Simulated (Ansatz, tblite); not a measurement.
# The cluster Li2O: a ladder of methods and basis sets

How do method and basis change the picture of the cluster Li2O (singlet)?

The runs use Ansatz 0.2.0, Gaussian basis; as each input shows.

The runs, in order: GFN1-xTB, GFN2-xTB, PBE-D4/def2-TZVP, r2SCAN-D4/def2-TZVP, r2SCAN0-D4/def2-TZVP, B2PLYP/def2-TZVP, CAM-B3LYP-D4/def2-TZVP, r2SCANh-D4/def2-TZVP, B3LYP-D4/def2-TZVP, PBE+5HF/def2-TZVP, PBE+10HF/def2-TZVP, PBE+15HF/def2-TZVP, PBE+35HF/def2-TZVP, PBE+50HF/def2-TZVP, PBE-D4/def2-SVP, PBE0-D4/def2-SVP, HF/6-31G, B3LYP-D4/6-31G, PBE0-D4/def2-TZVPD, PBE-D4/def2-TZVPD, r2SCAN-D4/def2-TZVPD, CCSD(T)/def2-TZVPP, MP2/def2-TZVP, RPA/def2-TZVP, CCSD(T)/def2-TZVPD.

**1. The geometry**

The singlet was relaxed beforehand with r2SCAN-D4/def2-TZVP. At that level it is the lowest of the isomers that a small search found.

3 atoms, charge 0, spin multiplicity 1.

Bond lengths: Li1–O3 1.616 Å, Li2–O3 1.616 Å. Angles: Li1–O3–Li2 179.7°.

Coordinates:

```xyz
3
Li2O
Li   -1.3530    0.2126   -0.8580
Li    1.3538   -0.2104    0.8574
O    -0.0008   -0.0022    0.0006
```

PBE0-D4/def2-TZVP was run before; its log isn't repeated, and its numbers join the tables.

**2. GFN1-xTB**

Tight binding, by tblite at 300 K electronic temperature and without a spin-polarisation term:

```python
tblite.interface.Calculator('GFN1-xTB', numbers, positions, charge=0, uhf=0).singlepoint()
```

Energy -147.3408 eV, HOMO -10.40 eV, LUMO -6.61 eV; 0.001 s.

**3. GFN2-xTB**

Tight binding, by tblite at 300 K electronic temperature and without a spin-polarisation term:

```python
tblite.interface.Calculator('GFN2-xTB', numbers, positions, charge=0, uhf=0).singlepoint()
```

Energy -126.0498 eV, HOMO -7.92 eV, LUMO -5.05 eV; 0.001 s.

**4. PBE-D4/def2-TZVP**

start.molden holds the orbitals of an earlier run on this state, given as this run's starting guess.

Contents of in.yaml:

```yaml
crystal:
  periodic: [false, false, false]
  atoms:
    - {symbol: Li, position_ang: [-1.353023, 0.212639, -0.858030]}
    - {symbol: Li, position_ang: [1.353775, -0.210390, 0.857391]}
    - {symbol: O, position_ang: [-0.000752, -0.002249, 0.000629]}
basis:
  gaussian: {orbitals: def2-TZVP, initial_orbitals: start.molden}
hamiltonian: {xc: pbe, dispersion: d4}
scf: {omitted_lower_state_checks: [starts]}
output: {orbitals: {seedname: orbitals}}
```

Started as:

```console
ansatz run in.yaml --threads 4 --pin off --events-out ev --progress --plain --max-ram 3916MiB
```

The runs that follow: r2SCAN-D4/def2-TZVP; r2SCAN0-D4/def2-TZVP; B2PLYP/def2-TZVP; CAM-B3LYP-D4/def2-TZVP; r2SCANh-D4/def2-TZVP; B3LYP-D4/def2-TZVP; PBE+5HF/def2-TZVP; PBE+10HF/def2-TZVP; PBE+15HF/def2-TZVP; PBE+35HF/def2-TZVP; PBE+50HF/def2-TZVP; PBE-D4/def2-SVP; PBE0-D4/def2-SVP; HF/6-31G; B3LYP-D4/6-31G; PBE0-D4/def2-TZVPD; PBE-D4/def2-TZVPD; r2SCAN-D4/def2-TZVPD; CCSD(T)/def2-TZVPP; MP2/def2-TZVP; RPA/def2-TZVP; CCSD(T)/def2-TZVPD.

Q: Predict the results of all the runs planned. Wanted: gap in def2-TZVP, named functionals, smallest and largest; gap over the share of exact exchange; correlation energy, CCSD(T)/def2-TZVPP; correlation energy, MP2/def2-TZVP; correlation energy, CCSD(T)/def2-TZVPD; binding an atom, functionals in def2-TZVP; PBE0 total energy, smallest basis above largest.

**Answer**, as computed:

| quantity | value |
| --- | --- |
| gap in def2-TZVP, named functionals, smallest and largest | 2.10 eV (PBE-D4), 5.70 eV (CAM-B3LYP-D4) |
| gap over the share of exact exchange | 2.10 eV at 0, 5.50 eV at 0.5 |
| correlation energy, CCSD(T)/def2-TZVPP | -9.78 eV |
| correlation energy, MP2/def2-TZVP | -9.39 eV |
| correlation energy, CCSD(T)/def2-TZVPD | -9.89 eV |
| binding an atom, functionals in def2-TZVP | 2.26 (r2SCAN0-D4) to 2.52 eV (PBE-D4) |
| PBE0 total energy, smallest basis above largest | 2.83 eV (def2-SVP, def2-TZVPD) |

In words: Over the named functionals in def2-TZVP the gap runs from 2.10 eV (PBE-D4) to 5.70 eV (CAM-B3LYP-D4); exact exchange widens it. Raising the share of exact exchange from 0 to 0.5 moves the HOMO by -2.37 eV and the LUMO by +1.02 eV. Notes on CCSD(T)/def2-TZVPP: large T1 diagnostic.
